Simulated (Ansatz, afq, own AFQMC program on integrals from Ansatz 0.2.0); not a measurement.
# Atomization energy of C$_{2}$H$_{8}$N$_{2}$, singlet, worked out

```csv
atom,x (Å),y (Å),z (Å)
C,-0.5537,1.0263,-0.5922
N,0.2364,-0.1546,-0.3483
C,0.9476,-0.0600,0.9023
N,-0.6670,-1.2787,-0.2573
H,-1.0549,0.9491,-1.5712
H,-1.3350,1.1910,0.1815
H,0.1066,1.9049,-0.6280
H,1.6197,0.8099,0.8737
H,1.5727,-0.9562,1.0493
H,0.2700,0.0332,1.7788
H,-1.0804,-1.3633,-1.1892
H,-0.0619,-2.1015,-0.1995
```

Basis def2-TZVP. Only valence electrons are correlated. AFQMC by an in-house program on the Cholesky factors that Ansatz 0.2.0 writes for its CCSD(T) run. ph-AFQMC/CISD is guided by a CISD state made of CCSD amplitudes; releasing the constraint for a short imaginary time cuts its bias at the price of noise, slowly where states lie close. ± is one standard error of the sampling.

Total energies in eV. CBS is CCSD(T) at the limit of def2-TZVPP/QZVPP (extrapolated itself); the highest rung of each member is named.

Cautions: C₂H₈N₂ (singlet): the released value is read at 0.63 1/Eh with a noise of 23 meV, more than in the cases checked, later times being too noisy (meV from the phaseless value at times in 1/Eh: 30 ± 17 at 0.21, 6 ± 17 at 0.42, 13 ± 23 at 0.63, -33 ± 40 at 0.90).

```
         member  count  CCSD(T)/def2-TZVP  highest rung in def2-TZVP           which  CCSD(T)/CBS
    C (triplet)     +2         -1028.0742                 -1028.0883             FCI   -1028.3149
    N (quartet)     +2         -1483.4543                 -1483.4647             FCI   -1483.8573
    H (doublet)     +8           -13.6005                   -13.6005             FCI     -13.6059
C₂H₈N₂, singlet     -1         -5174.0489        -5174.0949 ± 0.0229  released AFQMC   -5177.2232
```

Problem. Work out the best estimate of the atomization energy: the CCSD(T)/CBS difference plus the step from CCSD(T) to the highest rung.

Solution. Sums with the counts: CCSD(T)/CBS 44.0316 eV, highest rung 42.1849 eV, CCSD(T)/def2-TZVP 42.1879 eV. The step is 42.1849 − 42.1879 = -0.0030 eV, so the best estimate is 44.0316 + (-0.0030) = 44.0286 eV, with sampling noise 0.023 eV. The step is under twice that noise, so its sign is open. The basis set is worth 1.844 eV of it. Zero-point, core-correlation and spin–orbit terms aren't in it.

Best estimates are given only where the step beyond CCSD(T) is under 0.3 eV and no member's determinant is very poor (T1 over 0.05, or 0.07 for open shells, ⟨S²⟩ too high by 0.3, two states mixed), so the hardest cases are missing from such tables.

Each member of a difference takes its own highest rung, so a best estimate needn't equal the limit plus the step of one row. Released energies are given only where the last usable release times agree within the noise; a slower fall can still hide under it.
